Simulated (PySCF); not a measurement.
CH3S, SMILES C[S] (connectivity only; charge and spin as stated), charge -1, multiplicity 1.

The structure is a stationary point at PBE0-D3(BJ)/def2-TZVPD. The spin state was assumed, not searched. The isomer is the one that the SMILES or the coordinates give; other isomers of the formula were not compared.

All values below come from PBE0/def2-TZVPD (PySCF).

Symmetry labels are those of the subgroup Cs that the program uses (full group C3v).

### Question
List the valence orbital energies around the gap with their symmetry. (The exact figures need the calculation; the answer reports its results.)

### Answer

```csv
orbital,symmetry,energy (eV)
HOMO−7,A",-153.55
HOMO−6,A',-14.99
HOMO−5,A',-10.54
HOMO−4,A',-6.20
HOMO−3,A",-6.20
HOMO−2,A',-3.48
HOMO−1,A',0.28
HOMO,A",0.28
LUMO,A',4.33
LUMO+1,A',4.59
LUMO+2,A',4.91
LUMO+3,A",4.91
```
